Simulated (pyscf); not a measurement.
`[NH2][SiH2][OH]` -> `[O]=[SiH2]` + `[NH3]` (elimination; singlet surface; H–O, N–Si broken, H–N formed). Single points on ωB97X-D3(BJ)/def2-SVP structures (PySCF, gas phase). MP2 and CC: frozen core, UHF for open shells. ΔMP2 is the change of the MP2 total energy from the triple- to the quadruple-zeta basis. Energies in kcal/mol from the reactant's lowest minimum found.

```tsv
level	barrier	reaction energy
r²SCAN/def2-TZVP	38.1	+60.4
B3LYP-D3(BJ)/def2-TZVP	40.1	+58.5
PBE0-D3(BJ)/def2-TZVP	39.2	+62.5
M06-2X/def2-TZVP	42.3	+65.0
HF/def2-TZVP	54.3	+65.3
CCSD(T)/def2-TZVPP	41.9	+59.5
CCSD(T)/def2-TZVPP + ΔMP2(QZVPP)	(withheld)	(withheld)
```

Some entries are withheld; supply them.


- CCSD(T)/def2-TZVPP + ΔMP2(QZVPP), barrier: 42.1
- CCSD(T)/def2-TZVPP + ΔMP2(QZVPP), reaction energy: +60.1

On the product side the descent ends in an adduct with a N–Si contact, 31.8 kcal/mol under the separated species and 10.7 kcal/mol under the saddle at ωB97X-D3(BJ)/def2-TZVP. At r²SCAN, B3LYP-D3(BJ), PBE0-D3(BJ), M06-2X, HF, CCSD(T), CCSD(T) the saddle lies under the separated products, which points to a path from their complex (located at ωB97X-D3(BJ) alone), and parting the products costs more than the saddle. What is counted as broken (N–Si) persists as a longer contact in the product adduct; parting that adduct is a step of its own. This is the saddle that the search found; another between the same sides may lie lower. The CCSD(T) − MP2 part came from Ansatz, without density fitting, on the same reference.
